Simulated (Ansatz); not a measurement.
# C4H6NS: the cost of one run

Program: the Python package of Ansatz 0.2.0. Level of theory: B97/def2-SVP. These are calculated values, not measurements.

**1. The structure**

Bond lengths: C1–N2 1.454 Å, N2–C3 1.382 Å, C3–C4 1.376 Å, C4–S5 1.720 Å, N2–C6 1.319 Å, S5–C6 1.714 Å, C1–H7 1.094 Å, C1–H8 1.094 Å, C1–H9 1.094 Å, C3–H10 1.084 Å, C4–H11 1.083 Å, C6–H12 1.084 Å. Angles (14 of 19 angles, heavy atoms first): C1–N2–C3 122.2°, C1–N2–C6 122.3°, C3–N2–C6 115.5°, N2–C3–C4 111.8°, C3–C4–S5 110.2°, C4–S5–C6 91.7°, N2–C6–S5 110.8°, N2–C1–H7 110.3°, N2–C1–H8 109.0°, N2–C1–H9 110.1°, N2–C3–H10 122.4°, C4–C3–H10 125.7°, C3–C4–H11 128.8°, S5–C4–H11 121.0°.

No structure file is read: the coordinates are typed or built in the script.

**2. The script**

Contents of run_deck.py:

```python
# -*- coding: utf-8 -*-
"""Run C4H6NS(+) from an input written out key by key."""

import ansatz as az
import numpy as np

deck = {
    "crystal": {
        "periodic": [False, False, False],
        "atoms": [
            {"symbol": "C", "position_ang": [-1.6586, -0.1622, 0.0291]},
            {"symbol": "N", "position_ang": [-0.231, 0.114, -0.0022]},
            {"symbol": "C", "position_ang": [0.7153, -0.889, 0.0915]},
            {"symbol": "C", "position_ang": [1.9969, -0.3912, 0.0286]},
            {"symbol": "S", "position_ang": [1.961, 1.3189, -0.1527]},
            {"symbol": "C", "position_ang": [0.2476, 1.3355, -0.1424]},
            {"symbol": "H", "position_ang": [-2.2008, 0.6862, 0.4579]},
            {"symbol": "H", "position_ang": [-2.0085, -0.3413, -0.9918]},
            {"symbol": "H", "position_ang": [-1.8571, -1.0462, 0.6428]},
            {"symbol": "H", "position_ang": [0.4464, -1.9333, 0.2012]},
            {"symbol": "H", "position_ang": [2.9366, -0.9273, 0.0764]},
            {"symbol": "H", "position_ang": [-0.3477, 2.2358, -0.2384]},
        ],
    },
    "total_charge": 1,
    "basis": {"gaussian": {"orbitals": "def2-SVP"}},
    "hamiltonian": {"xc": {"name": "B97"}},
    "output": {"forces": True},
    "accuracy": "medium",
    "scf": {"lower_state_search": "off"},
}
session = az.Session.from_dict(deck)
rep = session.plan(threads=1).execute().report

print(f"E = {rep['free_energy_ev']:.6f} eV = {rep['free_energy_ev'] / 27.211386246:.7f} Ha")
print("converged:", rep["converged"], " doubts:", rep["published_state_doubts"] or "none")
symbols = ["C", "N", "C", "C", "S", "C", "H", "H", "H", "H", "H", "H"]
state = rep["mean_field"]["state"]
print(f"mean field: {state['energy']['hartree']:.7f} Ha, <S^2> = {abs(state['spin_squared']):.4f}, stability: {state.get('stability', {}).get('kind')}")

print("forces (eV/A)")
for symbol, f in zip(symbols, rep["forces_ev_ang"]):
    print(f"  {symbol:2s} {f[0]:9.4f} {f[1]:9.4f} {f[2]:9.4f}")
charges = rep["charge_distribution"]
dipole = np.array(charges["dipole_moment_e_ang"]) * 4.803205
print("dipole (D): {:.3f} {:.3f} {:.3f}, length {:.3f}".format(*dipole, np.linalg.norm(dipole)))
print("atom  Mulliken   Lowdin")
for symbol, m, l in zip(symbols, charges["mulliken_charges_e"], charges["lowdin_charges_e"]):
    print(f"{symbol:4s} {m:9.3f} {l:8.3f}")
```

**3. Running it**

On the command line:

```sh
> python run_deck.py
```

What time and memory should one allow on 1 thread of Arm Neoverse V2, shared host?

About 7.5 s, with a peak of 0.28 GiB.
